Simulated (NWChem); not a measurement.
Everything below was run with NWChem. System: H₂P, charge 0, spin multiplicity 2, at a geometry optimised with UPBE/def2-SVP. The structure started from a generated list of species. Its SCF solution wasn't tested for a lower state. Level: UMP2/def2-TZVP, 5 core orbitals frozen.

Job file:

```
start mol
memory heap 200 mb stack 900 mb global 1100 mb
geometry units angstroms nocenter noautoz
  P      0.000000     0.000000     0.119600
  H      1.028866     0.000000    -0.897003
  H     -1.028866     0.000000    -0.897003
  symmetry group C2v
end
basis spherical
  * library def2-tzvp
end
scf
  uhf
  nopen 1
  maxiter 100
  thresh 1e-7
  semidirect memsize 60000000 filesize 0
  # guess.movecs holds the orbitals of an unrestricted PBE0 run
  vectors input guess.movecs output mol.movecs
end
mp2
  freeze core 5
end
task mp2 energy
```

Part of the output:

```
             Northwest Computational Chemistry Package (NWChem) 7.3.0
             --------------------------------------------------------

                                NWChem Input Module
                                -------------------

 Scaling coordinates for geometry "geometry" by  1.889725989
 (inverse scale =  0.529177249)

 Turning off AUTOSYM since
 SYMMETRY directive was detected!

                             Geometry "geometry" -> ""
                             -------------------------

 Output coordinates in angstroms (scale by  1.889725989 to convert to a.u.)

  No.       Tag          Charge          X              Y              Z
 ---- ---------------- ---------- -------------- -------------- --------------
    1 P                   15.0000     0.00000000     0.00000000     0.11960000
    2 H                    1.0000     1.02886600     0.00000000    -0.89700300
    3 H                    1.0000    -1.02886600     0.00000000    -0.89700300

 Effective nuclear repulsion energy (a.u.)      11.2329785694

            Nuclear Dipole moment (a.u.)
            ----------------------------
        X                 Y               Z
 ---------------- ---------------- ----------------
     0.0000000000     0.0000000000    -0.0000113384

      Symmetry information
      --------------------

 Group name             C2v
 Group number             16
 Group order               4
 No. of unique centers     2

      Symmetry unique atoms

     1    2


 Summary of "ao basis" -> "" (spherical)
 ------------------------------------------------------------------------------
       Tag                 Description            Shells   Functions and Types
 ---------------- ------------------------------  ------  ---------------------
 *                         def2-tzvp                  on all atoms

 Summary of "ao basis" -> "ao basis" (spherical)
 ------------------------------------------------------------------------------
       Tag                 Description            Shells   Functions and Types
 ---------------- ------------------------------  ------  ---------------------
[...]
  AO/Fock/Back tols     =   1.0D-09  1.0D-09  1.0D-09

 GA uses MA = F    GA memory limited = T

 Available:
  local mem=  1.26D+08
 global mem=  1.44D+08
 local disk=  0.00D+00
  mp2_memr nvloc                    40
  nvloc new                    40
   1 passes of   4:        3145728                      12894                    670572.
   1 passes of   4: M    126152897           G      144174398           F     123007169.

 Semi-direct pass number   1 of   1  for UHF alpha       at        0.6s
  vrange nnbf                  1225
  mp2_eaftype                    10  avail_ma_in_mb                  1099
 EAF : mp2_eaftype filesize          10     335286.
  mp2_eaf for mointskh                     10
Node 0 wrote      1.6 Mb in      0.0 s     Agg I/O rate:   979.8 Mb/s
 Done moints_semi at        1.3s
  mp2_eaftype                    10  avail_ma_in_mb                  1089
 EAF : mp2_eaftype filesize          10     335286.
  mp2_eaf for kh                    10
 Done maket at        1.3s
 Done multipass loop at        1.3s

 GA uses MA = F    GA memory limited = T

 Available:
  local mem=  1.26D+08
 global mem=  1.44D+08
 local disk=  0.00D+00
  mp2_memr nvloc                    41
  nvloc new                    41
   1 passes of   3:        3145728                      11045                    516467.
   1 passes of   3: M    126152897           G      144174398           F     123007169.

 Semi-direct pass number   1 of   1  for UHF beta        at        1.3s
  vrange nnbf                  1225
  mp2_eaftype                    10  avail_ma_in_mb                  1099
 EAF : mp2_eaftype filesize          10     258233.
  mp2_eaf for mointskh                     10
Node 0 wrote      1.2 Mb in      0.0 s     Agg I/O rate:   934.8 Mb/s
 Done moints_semi at        1.9s
  mp2_eaftype                    10  avail_ma_in_mb                  1089
 EAF : mp2_eaftype filesize          10     258233.
  mp2_eaf for kh                    10
 Done maket at        1.9s
 Done multipass loop at        1.9s

          -------------------------------------------
          SCF energy                -341.880893082716
          Correlation energy          -0.129451815082
          Singlet pairs                0.000000000000
          Triplet pairs                0.000000000000
          Total MP2 energy          -342.010344897798
          -------------------------------------------

          ---------------------------------------------------
                    Spin Component Scaled (SCS) MP2
          Same spin pairs                     -0.022934873180
          Same spin scaling factor             0.333333333333
          Opposite spin pairs                 -0.106516941902
          Opposite spin scaling fact.          1.200000000000
          SCS-MP2 correlation energy          -0.135465288009
          Total SCS-MP2 energy              -342.016358370725
          ---------------------------------------------------

 -----------------------
 Performance information
 -----------------------

 Timer overhead =  1.88D-07 seconds/call

               Nr. of calls         CPU time (s)                 Wall time (s)                GFlops
             ---------------    -------------------     ------------------------------   -------------------
Name         Min   Avg   Max    Min     Avg     Max     Min     Avg     Max   Mx/calls   Min     Max     Sum
mp2: moin     2     2     2    1.3     1.3     1.3      1.3     1.3     1.3    0.64      0.0     0.0     0.0
mp2: make     2     2     2   2.05E-2 2.05E-2 2.05E-2  2.05E-2 2.05E-2 2.05E-2 1.02E-2   0.0     0.0     0.0
mp2: tota     1     1     1    1.4     1.4     1.4      1.4     1.4     1.4     1.4      0.0     0.0     0.0

 The average no. of pstat calls per process was 5.00D+00
 with a timing overhead of 9.41D-07s

 Task  times  cpu:        1.9s     wall:        1.9s

 Total times  cpu:        2.0s     wall:        2.0s
```
